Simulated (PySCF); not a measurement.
Below is a simulated gas-phase C 1s photoelectron spectrum of `C1(F)C=C1`.

Every computed line was given a Gaussian of 0.6 eV full width at half maximum and an area set by the number of equivalent atoms; the highest printed point is 100. Method: delta-SCF UKS SCAN, pcX-2 on the ionised atom, pcseg-1 elsewhere, spin-free X2C in PySCF.

binding energy (eV), intensity and a bar:
```
    290.7          1 
    290.8          2 #
    290.9          6 ##
    291.0         14 ####
    291.1         28 ########
    291.2         48 ##############
    291.3         72 ######################
    291.4         92 ###########################
    291.5        100 ##############################
    291.6         94 ############################
    291.7         75 #######################
    291.8         52 ###############
    291.9         30 #########
    292.0         15 #####
    292.1          7 ##
    292.2          2 #
    292.3          1 
    292.4          0 
    292.5          0 
    292.6          0 
    292.7          0 
    292.8          1 
    292.9          3 #
    293.0          8 ##
    293.1         16 #####
    293.2         26 ########
    293.3         38 ###########
    293.4         47 ##############
    293.5         50 ###############
    293.6         46 ##############
    293.7         36 ###########
    293.8         24 #######
    293.9         14 ####
    294.0          7 ##
    294.1          3 #
    294.2          1 
    294.3          0
```

Problem. How many maxima does the curve show, and how many computed lines lie under it?

Solution. The curve has 2 maxima (at 291.5 and 293.5 eV). Under it lie 2 lines from 2 inequivalent carbon sites.

Problem. Decompose the envelope and assign each component. Numbering: `[F:1][CH:2]1[CH:3]=[CH:4]1`.

Solution. 
```
position (eV)  relative area  line  atoms       environment
       291.51              2  C 1s  C3/C4  alkene CH carbon
       293.49              1  C 1s     C2    sp3 C–F carbon
```

Lowest listed C 1s: C3/C4, bonded to C (double bond), C and H. Highest, 1.98 eV above it: C2, bonded to F, 2 C and H.

No satellites, vibrations or lifetime broadening are included. Atoms equivalent by their bonding share one computed value, that of the first of them. Geometry: PBE0-D3(BJ)/def2-SVP; no solvent, vibrations or thermal averaging.

Time: 8.7 s. Hardware: an Arm Neoverse V2 with one thread, no GPU, on a shared host.
